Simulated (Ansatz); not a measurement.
**Al2 (triplet): wave-function methods side by side at distance Al1–Al2 = 3.047 Å, cc-pVTZ**

Aim: climb from Hartree-Fock through coupled cluster and multireference methods for Al2 (triplet) at one geometry and basis, and see what each rung misses.

Method: cc-pVTZ, core rule «outside noble gas», up to 10 orbitals frozen; program: Ansatz 0.2.0, Gaussian basis.

Plan: UHF; CCSD(T) on ROHF; CCSD(T) on UHF; BCCD(T) on ROHF; CISD; CCSDT(Q) on ROHF; CCSDT(Q) on UHF; CASSCF and MRCISD+Q, 4 electrons in 4 orbitals; CASSCF and NEVPT2, 4 electrons in 4 orbitals; CASSCF and MRCISD+Q, 6 electrons in 8 orbitals; CASSCF and NEVPT2, 6 electrons in 8 orbitals; Full CI.

## Step 1: The geometry

The geometry derives from a PBE0/def2-TZVP stationary point (not a proven minimum). One bond is set to the value named and the two fragments are kept rigid.

2 atoms, charge 0, spin multiplicity 3.

Atoms are counted from 1 here; the program's logs count them from 0.

No contacts short enough for the rule that draws bonds.

## Step 2: UHF

File in.yaml:

```yaml
crystal:
  periodic: [false, false, false]
  atoms:
    - {symbol: Al, position_ang: [0.000000, 0.000000, 0.000000]}
    - {symbol: Al, position_ang: [0.000000, 0.000000, 3.047000]}
basis:
  gaussian: {orbitals: cc-pVTZ}
magnetization: {spin_polarized: true, initial_magnetization: 2}
hamiltonian: {xc: hf}
output: {orbitals: {seedname: orbitals}}
```

The run is started by

```
$ ansatz run in.yaml --threads 1 --pin off --events-out ev --progress --plain --max-ram 4096MiB --backend cpu
```

After this run come: CCSD(T) on ROHF; CCSD(T) on UHF; BCCD(T) on ROHF; CISD; CCSDT(Q) on ROHF; CCSDT(Q) on UHF; CASSCF and MRCISD+Q, 4 electrons in 4 orbitals; CASSCF and NEVPT2, 4 electrons in 4 orbitals; CASSCF and MRCISD+Q, 6 electrons in 8 orbitals; CASSCF and NEVPT2, 6 electrons in 8 orbitals; Full CI.

Q: Predict the results of all the runs planned. Wanted: FCI from the RHF energy; RMP2 from FCI; UMP2 from FCI; RCCSD from FCI; RCCSD(T) from FCI; UCCSD(T) from FCI; RCCSDT(Q) from FCI; UCCSDT(Q) from FCI; NEVPT2 pair from FCI.

**Answer**, as computed:

| quantity | value |
| --- | --- |
| FCI from the ROHF energy | -3.5806 eV |
| RMP2 from FCI | +970.4 meV |
| UMP2 from FCI | +998.1 meV |
| RCCSD from FCI | +243.4 meV |
| RCCSD(T) from FCI | +63.4 meV |
| UCCSD(T) from FCI | +63.4 meV |
| RCCSDT(Q) from FCI | +2.4 meV |
| UCCSDT(Q) from FCI | +1.5 meV |
| NEVPT2 pair from FCI | +996.1 meV |
| NEVPT2 valence from FCI | +512.5 meV |
| MRCISD+Q valence from FCI | -12.3 meV |
| levels within 1 kcal/mol (43 meV) | RCCSDT, UCCSDT, RCCSDT(Q), UCCSDT(Q), MRCISD+Q valence |
| T1 diagnostic | 0.033 |
| effectively unpaired electrons | 2.15 |

**Reading.** RCCSD(T) misses by +63.4 meV, 1.8 % of the correlation energy. MRCISD+Q valence falls below full CI: the +Q correction isn't variational, and the cores differ from full CI's. One determinant dominates. Of the multireference levels listed MRCISD+Q valence comes nearest in total energy (-12.3 meV), which doesn't show that its space is the better one. These misses are within one basis, not against nature; the frozen cores of restricted and unrestricted runs differ, which can shift their rows.

Levels on UHF freeze UHF's core orbitals, full CI those of ROHF, so the U rows can settle a little off it for that reason alone.

With open shells the CI space here admits some triples and quadruples, so it is larger than plain CISD.
